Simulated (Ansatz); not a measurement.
ZnW₃: from a trial structure to a relaxed crystal

The calculation used DFT PBE, scalar-relativistic, plane waves, PAW (Ansatz). Cutoff 420 eV, Γ-centred k mesh, Gaussian smearing, no spin polarisation in the final step.

ZnW₃ was placed on the Cu3Au (L1_2) structure type (Pm-3m, No. 221), with Zn in place of Au, W in place of Cu, at a guessed volume.

```
Zn W
1.0
     3.93022    0.00000    0.00000
     0.00000    3.93022    0.00000
     0.00000    0.00000    3.93022
Zn W
1 3
Direct
  0.00000 0.00000 0.00000
  0.00000 0.50000 0.50000
  0.50000 0.00000 0.50000
  0.50000 0.50000 0.00000
```

Cell and atoms relax at zero pressure; the relaxation can't lower the symmetry of the start. After a coarse first stage the cell is made exact in the group found at 0.06 Å.

Formation energies are uncorrected and refer to the elements' standard structures at the same level.

Problem. Which crystal results?

Solution. It keeps Pm-3m (No. 221). The result has the Cu3Au (L1_2) structure. Conventional cell: a = 3.960 Å. Zn is coordinated by 12 W at 2.80 Å; W has 4 Zn at 2.80 Å and 8 W at 2.80 Å.

Space group Pm-3m (No. 221). a = 3.960 Å, b = 3.960 Å, c = 3.960 Å, α = 90.00°, β = 90.00°, γ = 90.00°
```json
{"atom": "Zn", "site": "1a", "symmetry": "m-3m", "x": "0.0000", "y": "0.0000", "z": "0.0000"}
{"atom": "W", "site": "3c", "symmetry": "4/mm.m", "x": "0.0000", "y": "0.5000", "z": "0.5000"}
```

Problem. What are its volume, energy, density and gap?

Solution. The volume per atom is 15.53 Å³ and the density is 16.49 g/cm³. The energy over the elements is 0.31 eV/atom and the gap on the 12×12×12 mesh is 0 eV (a metal).

The final run used a 12×12×12 mesh on its 4-atom cell and 0.10 eV smearing. The k mesh leaves about 4 meV/atom of noise in metals. Spin–orbit coupling is left out. A structure relaxed within its symmetry needn't be a true minimum. The steps took of the order of 50 core-seconds in all.

Cost: 3 runs of about 0.88 core-minutes in all, on Arm Neoverse V1 (shared hosts).